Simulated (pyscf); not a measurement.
H₂N–SiH: [singlet] + water (H₂O) -> H₂N–SiH=O + hydrogen (H₂), a concerted two-bond exchange (singlet surface; H–O, H–O broken, O–Si, H–H formed). Single points on ωB97X-D3(BJ)/def2-SVP structures (PySCF, gas phase). Energies in kcal/mol from the separated reactants.

Small-basis levels: PySCF, no dispersion term, spherical d functions. AM1 to PM7: differences of heats of formation from MOPAC, which are fitted to 298 K values and so differ in kind from electronic energies by zero-point and thermal terms. Cost: rough CPU time at the saddle relative to B3LYP/6-31G*, from one job on a shared machine.

| level | barrier | reaction energy | cost |
|---|---|---|---|
| HF/6-31G* | 97.3 | -16.9 | 0.1 |
| SVWN5/6-31G* | (withheld) | -25.8 | 1 |
| PBE/6-31G* | 40.0 | -25.9 | 2 |
| B3LYP/6-311+G** | 58.2 | -15.1 | 2 |
| PBE/def2-SVP | 39.9 | -19.0 | 2 |
| B3LYP/def2-SVP | (withheld) | -17.8 | 1 |
| PM7 | 34.9 | -83.7 | under 0.02 |
| ωB97M-D3(BJ)/def2-TZVP | (withheld) | -22.1 | – |

**Question.** Some entries are withheld; supply them.

**Answer.** 
- SVWN5/6-31G*, barrier: 30.1
- B3LYP/def2-SVP, barrier: 52.0
- ωB97M-D3(BJ)/def2-TZVP, barrier: 63.6

Against the last row the barrier runs from -33.4 (SVWN5/6-31G*) to +33.7 kcal/mol (HF/6-31G*). ωB97M-D3(BJ)/def2-TZVP has limits of its own. On the reactant side the descent ends in a complex (not fully relaxed), 7.4 kcal/mol under the separated species and 72.7 kcal/mol under the saddle at ωB97X-D3(BJ)/def2-TZVP. The same reactants have a lower exit, to NH₃ + HO–SiH: [singlet] (barrier -0.4 kcal/mol at ωB97M-D3(BJ)/def2-TZVP, against +63.6 kcal/mol here). H₂N–SiH=O lies 7.4 kcal/mol over its isomer H₂N–Si:–OH [singlet] (electronic energy, ωB97M-D3(BJ)/def2-TZVP). One saddle was located; it need not be the lowest between these sides. A restricted solution here is unstable towards spin polarisation, so biradical character is likely and single-reference numbers are less safe.
